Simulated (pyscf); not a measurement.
boron trichloride (Cl–B(Cl)–Cl) + silane (SiH₄) → H₃Si–Cl + Cl–BH–Cl (four-centre exchange; singlet surface; B–Cl, H–Si broken, Cl–Si, B–H formed). Optimised with ωB97X-D3(BJ)/def2-SVP in PySCF. Rate constants from transition-state theory, ωB97M-D3(BJ)/def2-TZVP energies (ideal gas, 1 atm, RRHO with modes under 100 cm⁻¹ raised to 100, one conformer, R ln 2 for chiral ones without a mode under 150 cm⁻¹; no tunnelling), k in cm³ molecule⁻¹ s⁻¹.

```tsv
T (K)	1000/T	log10 k
298	3.354	-31.52
600	1.667	-22.07
900	1.111	?
1200	0.833	-17.03
```

Problem. Fit an Arrhenius line to the three values, give the activation energy, and predict k at 900 K.

Solution. Least squares gives log10 k = -12.36 − 5.73 × 1000/T, so Ea = 5.73 × ln 10 × 1.987 = 26.2 kcal/mol, against an electronic barrier of 22.1. At 900 K the line gives -18.73; the computed value is -18.78 (ΔG‡ = 54.1 kcal/mol), close to the line. One saddle was located; it need not be the lowest between these sides.
